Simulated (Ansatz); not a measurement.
Ansatz (a quantum-chemistry and plane-wave program) input (B3LYP/STO-3G):

Ansatz 0.2 input:
```yaml
crystal:
  periodic: [false, false, false]
  atoms:
    - {symbol: O, position_ang: [0.01382699, -0.00208751, 0.60715025]}
    - {symbol: C, position_ang: [-0.02150103, 0.16263942, -0.61155375]}
    - {symbol: H, position_ang: [0.01839031, -0.95913641, -1.18787951]}
basis:
  gaussian:
    orbitals: STO-3G
hamiltonian:
  xc: {name: B3LYP}
total_charge: -1
output: {forces: true}
```

Task: Predict the final energy.

Result: -112.12789 Eh.
